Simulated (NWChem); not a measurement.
BF3; SMILES FB(F)F

```xyz
4

B      0.0000     0.0000     0.0000
F     -0.3458    -1.2639     0.0000
F     -0.9217     0.9315     0.0000
F      1.2675     0.3325     0.0000
```
Atoms are numbered in this order, from 1.

Program: NWChem. All runs use the structure optimised with PBE0/def2-SVP. B3LYP is NWChem's, with the RPA form of VWN correlation.

Q: Estimate the computed values for B3LYP/def2-TZVP. Quantities: highest occupied level (eV); orbital gap (eV).

A: 
```json
{
  "highest occupied level (eV)": "-11.89",
  "orbital gap (eV)": "11.95"
}
```
